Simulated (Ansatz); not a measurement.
Predict the output of the script below (the Ansatz DFT code, driven from Python).

Script `conformers_c4h9ns.py`:
```python
# -*- coding: utf-8 -*-
"""Conformer energies of C4H9NS."""

import ansatz
from rdkit import Chem
from rdkit.Chem import AllChem


def main():
    rd = Chem.AddHs(Chem.MolFromSmiles("CCNC(C)=S"))
    ids = list(AllChem.EmbedMultipleConfs(rd, numConfs=20, randomSeed=161, pruneRmsThresh=0.4))
    field = [energy for _, energy in AllChem.MMFFOptimizeMoleculeConfs(rd)]
    distinct = {round(e, 2): i for i, e in zip(ids, field)}
    chosen = sorted(distinct.items())[:4]
    found = []
    for force_field, index in chosen:
        mol = ansatz.Crystal.molecule()
        for atom, xyz in zip(rd.GetAtoms(), rd.GetConformer(index).GetPositions()):
            mol = mol.atom(atom.GetSymbol(), xyz.round(5).tolist())
        setup = (
            mol.calculation()
            .basis(gaussian="cc-pVDZ")
            .functional("r2SCAN", dispersion="d3bj")
        )
        found.append(setup.run().report["free_energy_ev"])
    print("conformer   MMFF (kcal/mol)   this level (kcal/mol)")
    for (force_field, index), e in zip(chosen, found):
        print(f"{index:9d} {force_field - chosen[0][0]:17.2f} {23.060548 * (e - min(found)):17.3f}")


if __name__ == "__main__":
    main()
```

Output of `python conformers_c4h9ns.py`:
```text
DeckWarning: the engine holds no damping parameters fitted to this dispersion correction and functional, so the run takes those fitted to r2scan beside the three-body term, which d3bj leaves out (hamiltonian.dispersion, under Limitations)
conformer   MMFF (kcal/mol)   this level (kcal/mol)
        4              0.00             1.412
        2              0.38             1.698
        3              3.21             0.000
        0              3.42             0.429
```
(Warnings from the package without file and line.)

The conformers keep their force-field geometries. A dispersion term here runs with damping parameters fitted for another variant or functional. Wall time of the script: 24 s on 1 thread of INTEL(R) XEON(R) PLATINUM 8581C CPU @ 2.10GHz (Emerald Rapids), on a shared host, peak memory 0.34 GiB.

(A comment or docstring line of the script was reworded after the run, the code is as it ran; lines on the test bed's own set-up are left out of the output.)
